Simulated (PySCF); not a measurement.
Ionisation energy of B by level of theory

B [He] 2s2 2p1 (2P) → B⁺ [He] 2s2 (1S), as a difference of total energies. Calculation: PySCF 2.14, in 6-31G* (3s2p1d, 14 functions); no relativity, point nucleus. Correlated levels: valence: 1s2 frozen. The calculations carry no spin-orbit coupling.

```tsv
method	ionisation energy (eV)
UHF	7.835
MN15	7.925
SCS-MP2 (valence)	7.870
CCSD (valence)	7.770
CCSD(T) (valence)	7.791
```

Problem. Estimate what LDA gives.

Solution. 8.420 eV, closest to MN15 among the rows shown.

Problem. Estimate what MP2 (valence) gives.

Solution. 7.909 eV, closest to MN15 among the rows shown.

Errors of the correlated levels include the incompleteness of this basis and the frozen core.

The coupled-cluster amplitudes are large for B⁺ (T1 above 0.03 or a double amplitude above 0.15), so a single reference is strained.

For comparison: 8.297 eV (measured; NIST levels, between the centres of gravity of the two terms).
